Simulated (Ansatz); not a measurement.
The input, for Ansatz 0.2.0:

```yaml
crystal:
  periodic: [false, false, false]
  atoms:
    - {symbol: P, position_ang: [0.045627, 0.000000, 0.000000]}
    - {symbol: H, position_ang: [0.161577, 0.000000, -1.514668]}
    - {symbol: H, position_ang: [-0.862630, 1.078238, 0.000000]}
    - {symbol: H, position_ang: [-0.862630, -1.078238, 0.000000]}
    - {symbol: H, position_ang: [0.161577, 0.000000, 1.514668]}
basis:
  gaussian: {orbitals: 6-31G}
magnetization: {spin_polarized: true, initial_magnetization: 3}
correlation: {method: ccsdtq, electrons: outside_noble_gas}
```

```sh
$ ansatz run in.yaml --threads 1 --pin off --events-out ev --progress --plain --max-ram 2393MiB
```

Roughly how long does this take on 1 thread of Arm Neoverse V1, shared host, and how much host memory?

25 s wall and 0.29 GiB.

```
450 factors; integrals over basis functions are off by at most 1.5e-7 eV
mean field evaluation 1: about -9321.3101 eV, gradient 8.0e0 eV
mean field evaluation 2: about -9321.3198 eV, gradient 8.0e0 eV
mean field evaluation 4: about -9322.0915 eV, gradient 1.3e0 eV
mean field evaluation 8: about -9322.1216 eV, gradient 6.5e-3 eV
mean field evaluation 16: about -9322.1283 eV, gradient 8.9e-3 eV
mean field evaluation 32: about -9322.1216 eV, gradient 1.6e-5 eV
mean field evaluation 64: about -9320.4166 eV, gradient 4.1e-1 eV
mean field evaluation 96: about -9319.5119 eV, gradient 2.2e-2 eV
mean field evaluation 128: about -9320.4263 eV, gradient 5.4e-1 eV
mean field evaluation 160: about -9318.8116 eV, gradient 3.8e-2 eV
mean field evaluation 192: about -9319.5115 eV, gradient 8.3e-4 eV
mean field -9322.12826690 eV, -342.5818950431 hartree, gradient 2.1e-6 eV, S^2 3.796257; 11 other end points of the search recorded, 0 dependent functions left out
determinant -9322.12826690 eV, -342.5818950431 hartree, with singles and doubles -9324.51889332 eV, -342.6697489437 hartree
determinant -9322.12161273 eV, -342.5816505069 hartree, with singles and doubles -9324.55560118 eV, -342.6710979326 hartree
determinant -9320.43497845 eV, -342.5196678404 hartree, with singles and doubles -9323.32903849 eV, -342.6260225852 hartree
determinant -9320.18627324 eV, -342.5105280924 hartree, with singles and doubles -9323.00379079 eV, -342.6140699525 hartree
determinant -9319.51149381 eV, -342.4857304059 hartree, with singles and doubles -9321.82899828 eV, -342.5708971243 hartree
determinant -9318.81166524 eV, -342.4600121802 hartree, with singles and doubles -9320.97890447 eV, -342.5396567530 hartree
determinant -9322.12826690 eV, -342.5818950431 hartree, with singles and doubles -9324.54919988 eV, -342.6708626891 hartree
determinant -9322.12161273 eV, -342.5816505069 hartree, with singles and doubles -9324.56037980 eV, -342.6712735435 hartree
5 core orbitals not correlated: weight in the atoms' cores, before any rotation towards them, 1.000 or more for the frozen orbitals, at most 0.000 for the correlated occupied ones
reference -9322.12161273 eV, -342.5816505069 hartree; 6, 3 occupied and 10, 13 virtual orbitals, 450 factors
second order -1.58431963 eV of doubles, -0.00000000 eV of singles
cycle   1  -2.03116247 eV  change   -4.5e-1 eV  update   7.2e-2
cycle   2  -2.41752809 eV  change   -3.9e-1 eV  update   4.5e-2
cycle   3  -2.48599037 eV  change   -6.8e-2 eV  update   2.0e-2
cycle   4  -2.51500438 eV  change   -2.9e-2 eV  update   1.1e-2
cycle   5  -2.51547339 eV  change   -4.7e-4 eV  update   5.7e-3
cycle   6  -2.52183147 eV  change   -6.4e-3 eV  update   2.1e-3
cycle   7  -2.52327292 eV  change   -1.4e-3 eV  update   6.8e-4
cycle   8  -2.52257180 eV  change    7.0e-4 eV  update   2.6e-4
cycle   9  -2.52258080 eV  change   -9.0e-6 eV  update   9.5e-5
cycle  10  -2.52263563 eV  change   -5.5e-5 eV  update   3.0e-5
cycle  11  -2.52263677 eV  change   -1.1e-6 eV  update   1.1e-5
cycle  12  -2.52263135 eV  change    5.4e-6 eV  update   3.5e-6
cycle  13  -2.52263260 eV  change   -1.3e-6 eV  update   1.3e-6
cycle  14  -2.52263278 eV  change   -1.8e-7 eV  update   5.0e-7
Total energy: -9324.64424551 eV, -342.6743555518 hartree
```

For the same geometry and basis full CI lies 0.0 meV higher.
